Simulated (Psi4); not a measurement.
Psi4 input (wB97X-D/6-31G*):

```
memory 1500 MB

molecule {
1 1
C     0.02216329    1.27259407   -0.25454176
O     0.03476913    0.00145880    0.52664644
C     0.00976330   -1.27429895   -0.24666827
H     0.07084685    2.06943035    0.48062170
H     0.91860218    1.24270488   -0.86432977
H    -0.88570640    1.30663167   -0.85134996
H     0.05070786   -2.06701103    0.49340913
H    -0.89841275   -1.30318417   -0.84328195
H     0.90643236   -1.25691049   -0.85660244
H    -0.63218269    0.00689771    1.23562197
symmetry c1
no_reorient
no_com
}

set {
  basis 6-31G*
  reference rks
  scf_type pk
  dft_radial_points 99
  dft_spherical_points 590
  e_convergence 1e-8
  d_convergence 1e-7
  maxiter 150
}

e = energy('wb97x-d')
print_out(f'\nFINAL {e:.10f} DIPOLE {variable("CURRENT DIPOLE")[0]:.6f} {variable("CURRENT DIPOLE")[1]:.6f} {variable("CURRENT DIPOLE")[2]:.6f}\n')
```

From the last part of the output:

```
      38A      0.916652    39A      0.925482    40A      1.217698
      41A      1.243544    42A      1.254103    43A      1.395747
      44A      1.665542    45A      1.738493    46A      1.796564
      47A      1.856100    48A      1.928659    49A      1.967625
      50A      2.038090    51A      2.081213    52A      2.204703
      53A      2.221730    54A      2.244950    55A      2.521476
      56A      2.617333    57A      3.670769    58A      4.088704
      59A      4.125268

    Final Occupation by Irrep:
              A
    DOCC [    13 ]
    NA   [    13 ]
    NB   [    13 ]

  @RKS Final Energy:  -155.28841752046128

   => Energetics <=

    Nuclear Repulsion Energy =             89.6181361763424178
    One-Electron Energy =                -380.2761871784796313
    Two-Electron Energy =                 150.2510649951530297
    DFT Exchange-Correlation Energy =     -14.8782514276246101
    Empirical Dispersion Energy =          -0.0031800858524953
    VV10 Nonlocal Energy =                  0.0000000000000000
    Total Energy =                       -155.2884175204612802

Computation Completed

Properties will be evaluated at   0.000000,   0.000000,   0.000000 [a0]

Properties computed using the SCF density matrix

 Multipole Moments:

 ------------------------------------------------------------------------------------
     Multipole            Electronic (a.u.)      Nuclear  (a.u.)        Total (a.u.)
 ------------------------------------------------------------------------------------

 L = 1.  Multiply by 2.5417464519 to convert [e a0] to [Debye]
 Dipole X            :         -0.4535642           -0.0000000           -0.4535642
 Dipole Y            :          0.0028400            0.0000001            0.0028401
 Dipole Z            :          0.2043845            0.0000000            0.2043845
 Magnitude           :                                                    0.4974953

 ------------------------------------------------------------------------------------

FINAL -155.2884175205 DIPOLE -0.453564 0.002840 0.204384

*** Psi4 exiting successfully. Buy a developer a beer!
```

The dipole moment of an ion depends on the origin.
